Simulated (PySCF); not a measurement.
C2H5Cl: core ionisation energies

Compound: ethyl chloride, C2H5Cl.
Geometry (PBE0-D3(BJ)/def2-SVP, Å), atoms numbered from 1 in this order:
```
atom  x, y, z in Å
C1     0.7780    0.1682    0.0557
C2    -0.6512   -0.2904   -0.1022
Cl3   -1.8095    0.9889    0.3804
H4     0.9927    0.4354    1.1006
H5     1.4666   -0.6376   -0.2447
H6     0.9808    1.0487   -0.5712
H7    -0.8721   -1.1648    0.5256
H8    -0.8857   -0.5485   -1.1442
```

Level of theory: delta-SCF UKS SCAN, pcX-2 on the ionised atom, pcseg-1 elsewhere, spin-free X2C in PySCF 2.14.0. These are vertical core ionisation energies against the vacuum level, from separate self-consistent calculations with and without the core hole.

Problem. What binding energy does each computed site have?

Solution. 
```json
{"atom(s)": "Cl3", "bonded to": "C", "level": "Cl 1s", "binding energy (eV)": "2828.48", "2p1/2 (eV)": "–", "above the level's lowest (eV)": "0.00", "count": "1"}
{"atom(s)": "C2", "bonded to": "Cl, C and 2 H", "level": "C 1s", "binding energy (eV)": "292.47", "2p1/2 (eV)": "–", "above the level's lowest (eV)": "+1.22", "count": "1"}
{"atom(s)": "C1", "bonded to": "C and 3 H", "level": "C 1s", "binding energy (eV)": "291.25", "2p1/2 (eV)": "–", "above the level's lowest (eV)": "0.00", "count": "1"}
{"atom(s)": "Cl3", "bonded to": "C", "level": "Cl 2p3/2", "binding energy (eV)": "205.89", "2p1/2 (eV)": "207.54", "above the level's lowest (eV)": "0.00", "count": "1"}
```

The listed C 1s values span 1.22 eV, from C1 (bonded to C and 3 H) to C2 (bonded to Cl, C and 2 H). Summing the Pauling electronegativity differences to the bonded atoms, each weighted by its formal bond order, gives -1.05 for the lowest site and -0.09 for the highest.

Problem. Which effective nuclear charge Zeff reproduces each element's mean 1s value in the hydrogen-like formula E = 13.606 eV × Zeff²?

Solution. C (Z = 6): mean 291.9 eV, Zeff = 4.63, Z − Zeff = 1.37; Cl (Z = 17): mean 2828.5 eV, Zeff = 14.42, Z − Zeff = 2.58. Means run over the listed sites, weighted by atom count.

Problem. Give the binding energy of Cl 2p3/2 of Cl3 in hartree and in kJ/mol.

Solution. 205.89 eV = 7.5663 Eh = 19865 kJ/mol.

For 2p shells one spin-free hole was relaxed; a mean-field spin–orbit operator and the ground-state splitting of the three 2p orbitals were then diagonalised within the shell. The shell's mean is (2 × 2p3/2 + 2p1/2)/3, and the degeneracies 2j + 1 give areas of 2:1. 2p1/2 minus 2p3/2 (ligand field included): Cl 1.65 eV. Geometry: PBE0-D3(BJ)/def2-SVP; no solvent, vibrations or thermal averaging.
